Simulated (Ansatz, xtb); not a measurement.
Molecule: C$_{4}$H$_{5}$, charge -1, multiplicity 1. It need not be the lowest isomer of its formula. Whether it binds its extra electron was not tested at this geometry. 
Structure (B3LYP-D3(BJ)/def2-TZVP (Ansatz, a first-principles code) minimum search):
SMILES: C=C1[CH-]C1
```xyz
9

C     -0.0620    -0.1290     0.2436
C     -0.0084    -0.7861    -0.9630
C     -0.0104     0.7351    -0.9720
C     -0.0339    -0.0222     1.5971
H      0.7777    -1.4357    -1.3363
H      0.9044     1.3404    -1.0780
H     -0.8927     1.2693    -1.3448
H      0.0792    -0.8946     2.2365
H     -0.1807     0.9340     2.0886
```
Charge -1, spin multiplicity 1.

Harmonic wavenumbers from GFN2-xTB (xtb, at its own minimum), cm⁻¹: 335, 359, 533, 583, 643, 818, 937, 973, 988, 1011, 1107, 1145, 1182, 1467, 1510, 1820, 2652, 2803, 2870, 2928, 2959.

Give the harmonic wavenumbers at B3LYP-D3(BJ)/def2-TZVP (Ansatz, finite differences of forces, unscaled).

350, 400, 521, 549, 644, 752, 913, 949, 991, 1012, 1073, 1121, 1159, 1448, 1490, 1709, 2900, 2949, 3079, 3101, 3146 cm⁻¹. Zero-point energy 43.3 kcal/mol.

From these and the geometry, give the ideal-gas thermochemistry at 298.15 K and 1 atm (rigid rotor, harmonic oscillator).

Point group C1, rotational symmetry number 1. Rotational constants 21.48, 7.182, 5.648 GHz. S(trans) 37.83, S(rot) 23.43, S(vib) 4.55, S(elec, spin only) 0.00, S 65.8 cal/(mol K). H(298) - H(0) 3.34 kcal/mol; G - E(el) 27.0 kcal/mol.
